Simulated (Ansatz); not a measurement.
# CHOSi: the cost of one run

Method: the settings change from run to run; program: Ansatz 0.2.0, Gaussian basis.

26 further runs of the same task are left out: 14 that didn't finish, 12 set aside as unsound or not needed. Runs told in other sessions of the task aren't counted.

### 1 What is computed

The geometry is a PBE0/def2-TZVP stationary point (not a proven minimum) with its atoms shifted at random (size 0.100 Å).

4 atoms, charge 0, spin multiplicity 4.

Atoms are counted from 1 here; the program's logs count them from 0.

Bond lengths: C1–O2 1.265 Å, O2–Si3 1.703 Å, Si3–H4 1.440 Å. Angles: C1–O2–Si3 139.4°, O2–Si3–H4 116.5°.

### 2 NEVPT4(SD)(13,8)/6-31G

in.yaml

```yaml
crystal:
  periodic: [false, false, false]
  atoms:
    - {symbol: C, position_ang: [0.089692, 0.343918, 1.717058]}
    - {symbol: O, position_ang: [-0.075182, -0.292904, 0.636773]}
    - {symbol: Si, position_ang: [0.001438, -0.028413, -1.044065]}
    - {symbol: H, position_ang: [0.084547, 1.342932, -1.476252]}
basis:
  gaussian: {orbitals: 6-31G}
magnetization: {spin_polarized: false, initial_magnetization: 3}
hamiltonian: {pseudopotentials: {relativity: scalar}}
correlation: {method: fic_nevpt4_sd, electrons: outside_noble_gas, active_space: {window: {electrons: 13, orbitals: 8}, states: [{multiplicity: 4, weights: [1, 1, 0.5, 1]}]}}
```

On the command line:

```
$ ansatz run in.yaml --threads 1 --pin off --events-out ev --progress --plain --max-ram 2393MiB
```

**Question.** How long does this run take on 1 thread of Arm Neoverse V2, shared host, and how much memory does it need?

About 7.5 s, with a peak of 0.28 GiB.
